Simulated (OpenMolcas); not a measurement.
# C2H3F3 (1,1,2-trifluoroethane): Slater/def2-TZVP (RICD fitting)

Aim: the vertical singlet–triplet gap of C2H3F3 (1,1,2-trifluoroethane) at Slater/def2-TZVP (RICD fitting), from 2 runs. 

The results are computed with OpenMolcas 26.06.

## (1) Starting point

The species is C2H3F3 (8 atoms), meant as a singlet with charge 0. SMILES: `FCC(F)F`. Geometry: relaxed at PBE0-D4/def2-TZVP. This is one conformer, not always the lowest.

Bond lengths: F1–C2 1.372 Å, C2–C3 1.509 Å, C3–F4 1.352 Å, C3–F5 1.356 Å, C2–H6 1.093 Å, C2–H7 1.093 Å, C3–H8 1.095 Å. Some angles: F1–C2–C3 109.3°, C2–C3–F4 110.4°, C2–C3–F5 108.3°, F4–C3–F5 107.9°, F1–C2–H6 109.4°, F1–C2–H7 109.2°, C3–C2–H6 109.5°, C3–C2–H7 109.4°, C2–C3–H8 113.0°, F4–C3–H8 108.2°.

## (2) Energy and gradient at Slater/def2-TZVP (RICD fitting)

File job.inp:

```
>>> EXPORT MOLCAS_PRINT=2

&GATEWAY
 BasLib
 $CurrDir
 Coord
 8
 angstrom
 F       -1.142800      -0.681000       1.163100
 C       -0.188200       0.195100       0.711800
 C        0.172900      -0.152400      -0.711300
 F        0.824200      -1.335800      -0.756500
 F        1.011700       0.803600      -1.182200
 H        0.701700       0.118900       1.342500
 H       -0.588500       1.211500       0.747300
 H       -0.698800      -0.217000      -1.370500
 Basis
 def2-TZVP
 Group
 NoSym
 RICD

&SEWARD
 GridInput
 Grid=SG1Grid
 End of Grid

&SCF
 KSDFT
 HFS
 PrOrbitals
 0

&ALASKA
```

The basis set def2-TZVP is read from a file made from the Basis Set Exchange's data (not shown).

Command:

```sh
$ export MOLCAS_MEM=1860
$ pymolcas job.inp > job.log
```

Standard output (excerpt; [...] marks lines left out):

```text
--- Start Module: gateway ---
[...]
--- Stop Module: gateway /rc=_RC_ALL_IS_WELL_ ---
[...]
      Basis functions          173
[...]
--- Start Module: scf ---
[...]
       Convergence after  14 Iterations
[...]
::    Total KS-DFT energy                            -372.1890215870
[...]
      Total spin, S                                     0.0000000000
[...]
      Total electronic charge=   42.000000
      Total            charge=   -0.000000
[...]
      Dipole Moment (debye):
      Origin of the operator (angstrom)=    0.1475   -0.2549   -0.1667
                   X= -5.3047E-01               Y=  1.2495E+00               Z=  2.0123E-01           Total=  1.3723E+00
      Quadrupole Moment (debye*angstrom):
[...]
--- Stop Module: scf /rc=_RC_ALL_IS_WELL_ ---
[...]
--- Start Module: alaska ---
[...]
 *              Molecular gradients               *
 **************************************************
  Irreducible representation: a
 ------------------------------------------------------------------------------------------
                              X                       Y                       Z
 ------------------------------------------------------------------------------------------
  F1                9.08577965719459E-03    8.82229102750642E-03   -4.20192349058013E-03
  C2                3.21308772943441E-03    6.42487392134594E-03    7.18126742052805E-03
  C3               -2.93685799933652E-03   -2.35501858461240E-03   -8.65848178771744E-03
  F4               -6.40826985739551E-03    1.29338394292198E-02   -2.63104231363886E-04
  F5               -9.15533079835029E-03   -1.07205397687906E-02    4.85707065661600E-03
  H6               -1.56793505860713E-02    9.24031578577511E-04   -9.68632997764240E-03
  H7                6.00736545952962E-03   -1.72841267687316E-02   -2.40936658961632E-04
  H8                1.58735763951401E-02    1.25464916566748E-03    1.10124380691166E-02
[...]
--- Stop Module: alaska /rc=_RC_ALL_IS_WELL_ ---
[...]
```

It took 15 s on 1 thread of Arm Neoverse V1, shared host; peak memory 0.26 GiB.

## (3) The triplet

File job.input:

```
* C2H3F3 Kohn-Sham DFT
&GATEWAY
BasLib=$CurrDir
Coord
8
angstrom
F       -1.142800      -0.681000       1.163100
C       -0.188200       0.195100       0.711800
C        0.172900      -0.152400      -0.711300
F        0.824200      -1.335800      -0.756500
F        1.011700       0.803600      -1.182200
H        0.701700       0.118900       1.342500
H       -0.588500       1.211500       0.747300
H       -0.698800      -0.217000      -1.370500
Basis=def2-TZVP
Group=NoSym
RICD
&SEWARD
GridInput
Grid=SG1Grid
End of Grid
&SCF
UHF
Spin=3
KSDFT=HFS
PrOrbitals=0
&ALASKA
```

The basis set def2-TZVP is read from a file made from the Basis Set Exchange's data (not shown).

Command:

```sh
$ export MOLCAS_MEM=1860
$ pymolcas job.input > job.log
```

Standard output (excerpt; [...] marks lines left out):

```text
--- Start Module: gateway ---
[...]
--- Stop Module: gateway /rc=_RC_ALL_IS_WELL_ ---
[...]
      Basis functions          173
[...]
--- Start Module: scf ---
[...]
       Convergence after  29 Iterations
[...]
::    Total KS-DFT energy                            -371.9111667285
[...]
      Total spin, S                                     1.0003580333
[...]
      Total electronic charge=   42.000000
      Total            charge=   -0.000000
[...]
      Dipole Moment (debye):
      Origin of the operator (angstrom)=    0.1475   -0.2549   -0.1667
                   X= -4.3106E-02               Y=  5.2444E-01               Z= -5.4121E-01           Total=  7.5485E-01
      Quadrupole Moment (debye*angstrom):
[...]
--- Stop Module: scf /rc=_RC_ALL_IS_WELL_ ---
[...]
--- Start Module: alaska ---
[...]
 *              Molecular gradients               *
 **************************************************
  Irreducible representation: a
 ------------------------------------------------------------------------------------------
                              X                       Y                       Z
 ------------------------------------------------------------------------------------------
  F1                5.42808460214310E-02    5.24700103394702E-02   -3.06875811966236E-02
  C2               -2.76488693522801E-02   -5.64227873565302E-02   -2.64677626047849E-03
  C3                1.46489568879615E-03    4.15938645276235E-02   -1.44239920481137E-02
  F4               -1.20260444147773E-02    6.08631088002909E-03    4.34238161995770E-03
  F5               -3.61792921917292E-02   -3.19931542181191E-02    2.81314623391555E-02
  H6               -1.91961412556427E-02    1.14949178809947E-02   -8.08846459464885E-03
  H7                1.36614786980805E-02   -1.52587406043638E-02    4.27028361812820E-03
  H8                2.56431268060862E-02   -7.97042144922200E-03    1.91026865226940E-02
[...]
--- Stop Module: alaska /rc=_RC_ALL_IS_WELL_ ---
[...]
```

It took 25 s on 1 thread of Arm Neoverse V1, shared host; peak memory 0.27 GiB.

## (4) Summary of results

Level: Slater/def2-TZVP (RICD fitting).

| quantity | value |
| --- | --- |
| singlet: total energy | -372.18902 Eh |
| singlet: dipole moment | 1.37 D |
| singlet: HOMO energy | -6.70 eV |
| singlet: LUMO energy | 1.09 eV |
| singlet: HOMO–LUMO gap | 7.79 eV |
| singlet: largest force on an atom | 0.996 eV/Å |
| triplet: total energy | -371.91117 Eh |
| triplet: dipole moment | 0.75 D |
| triplet: HOMO energy (highest over α and β) | 0.28 eV |
| triplet: ⟨S²⟩ | 2.001 |
| triplet: largest force on an atom | 4.191 eV/Å |
| vertical energy of the triplet above the singlet | 7.561 eV |

In words: At this shape the triplet lies 7.56 eV (730 kJ/mol) above the singlet. The largest force (singlet) is 1.00 eV/Å: the shape isn't a stationary point for this species at this level. Mulliken charges (triplet) run from -0.38 on C2 to +0.15 on H7.
